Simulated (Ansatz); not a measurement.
System: fcc Sr. Method: RPBE (Ansatz, a first-principles code, plane waves, PAW).

Settings: plane-wave cutoff 520 eV, 16×16×16 k mesh, Fermi–Dirac smearing 0.05 eV, scalar-relativistic PAW data made under PBE.

Cell (relaxed at this level):

```cif
data_Sr4
_chemical_formula_sum 'Sr4'
_space_group_name_H-M_alt 'Fm-3m'
_space_group_IT_number 225
_space_group_name_Hall '-F 4 2 3'
_cell_length_a 6.15637
_cell_length_b 6.15637
_cell_length_c 6.15637
_cell_angle_alpha 90.000
_cell_angle_beta 90.000
_cell_angle_gamma 90.000
loop_
_atom_site_label
_atom_site_type_symbol
_atom_site_symmetry_multiplicity
_atom_site_Wyckoff_symbol
_atom_site_fract_x
_atom_site_fract_y
_atom_site_fract_z
_atom_site_occupancy
Sr1 Sr 4 a 0.00000 0.00000 0.00000 1
```
(The calculation used a cell of 1 atom; values per cell refer to that cell.)

Question: What does this level give for the bulk modulus and pressure derivative B′ of the bulk modulus?

Answer: 
* **bulk modulus**: 10.7 GPa
* **pressure derivative B′ of the bulk modulus**: 3.1

The run finds no gap.

Measured, for comparison: bulk modulus 12.5 GPa (corrected for temperature and zero-point phonon effects, our sources range from 12.0 to 12.5; as tabulated in Levämäki et al. (2014), arXiv:1402.3671). Computed (rounded) less measured: bulk modulus -14 % (-11 % to -14 % over the range).

Static lattice: no zero-point or thermal effects.

The result took about 50 core-seconds (a rough figure).
